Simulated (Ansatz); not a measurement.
C3H4N2 can be A, `N=C1CC1=N`, or B, `NC1=C=CN1`.

Computed with Ansatz on PBE0-D4/def2-TZVP structures; ΔE is electronic, products minus reactants. CBS: MP2 limit from def2 TZ/QZ plus the TZ coupled-cluster correction, frozen cores. DFT in def2-TZVPP. One conformer a species, not always the lowest.

Task: Which is lower in electronic energy at CCSD(T)/CBS, and by how much? (Best estimate.)

Result: Computed: A, by 32.8 kcal/mol.

Task: Give E(B) − E(A) in kcal/mol with CCSD(T)/def2-SVP, PBE-D4, HF/def2-TZVPP, CCSD/def2-TZVPP, CCSD(T)/def2-TZVPP, LDA (SPW92), r2SCAN-D4. (Estimate.)

Result: Computed: CCSD(T)/def2-SVP 38.5, PBE-D4 35.7, HF/def2-TZVPP 32.1, CCSD/def2-TZVPP 35.2, CCSD(T)/def2-TZVPP 34.7, LDA (SPW92) 31.8, r2SCAN-D4 34.4. None reverses the order clearly.

Task: Does the order hold for the free energy at 298.15 K (harmonic terms from PBE0-D4)? (An estimate is asked.)

Result: The calculation gave: Yes: G(B) − G(A) = +33.3 kcal/mol, for one conformer each.

Largest T1 diagnostic: 0.014.

From PBE to PBE0 (25 % exact exchange), in def2-TZVPP and without D4, E(B) − E(A) moves by −2.2 kcal/mol. In def2-TZVPP, CCSD(T) changes the Hartree–Fock value by +2.6 kcal/mol (the triples alone add −0.4 kcal/mol) and MP2 by +1.0 kcal/mol.
